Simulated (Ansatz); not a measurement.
**Cohesive energy of In2O3 (Ia-3, No. 206) at several levels of theory**

No measured value is used here.

Question: Put these levels in order of the cohesive energy that they give for In2O3 (Ia-3, No. 206), smallest first: LDA (Ansatz, a program for electronic structure), PBE-D3(BJ) (Ansatz), r²SCAN+rVV10 (Ansatz).

Answer: PBE-D3(BJ) (4.57 eV/atom), r²SCAN+rVV10 (4.68 eV/atom), LDA (5.40 eV/atom)

Density-functional levels without +SOC have no spin–orbit coupling, which shifts binding energies of heavy elements. r²SCAN+rVV10, PBE-D3(BJ), LDA: the relaxation could not lower the start's symmetry, so the cell can be a saddle point above a distorted one. Each level is taken at its own relaxed cell. Cutoffs differ between the levels. Ansatz's density-functional and Hartree–Fock values are scalar-relativistic unless marked +SOC, with PAW data made under PBE.
